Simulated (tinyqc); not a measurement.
Worked calculation: RHF in the sto-6g basis, for H2F+, spin multiplicity 1. One step of it, computed by the program tinyqc.

Task: Iteration 2: DIIS coefficients. Solve [B -1; -1 0][c; lambda] = [0; -1] for the coefficients, which sum to one.

B (overlaps of the stored error matrices):
```
                1               2
1   2.1085524e+00  -1.3016963e-01
2  -1.3016963e-01   3.3363371e-02
```

Give: DIIS coefficients.

Result:

DIIS coefficients: 0.0681  0.9319
